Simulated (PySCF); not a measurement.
```xyz
3
charge 0 multiplicity 1, angstrom
Mg    0.0000    0.0000    0.0000
H     0.0000    0.0000    1.7057
H     0.0000    0.0000   -1.7057
```

All numbers come from PySCF, PBE0, basis Mg def2-TZVP, H def2-TZVP (no relativity, density fitting).

This geometry of MgH₂ is a stationary point at this level.

(1) What is the point group?

(2) Is it a minimum?

(3) What are the dipole moment and the gap between the highest occupied and lowest empty levels?

(4) Give the atomic charges and bond orders.

(5) What is the atomisation energy, with and without zero-point energy?

## Answers

(1) D∞h.

(2) Yes: all harmonic wavenumbers are real.

(3) 0.00 D and 6.68 eV.

(4) 
```
atom  Mulliken  Löwdin  polar tensor  Mayer order to Mg1
 Mg1      0.26    0.40          0.92                   –
H2,3     -0.13   -0.20         -0.46                0.90
```

(5) 420 kJ/mol without, 396 kJ/mol with.
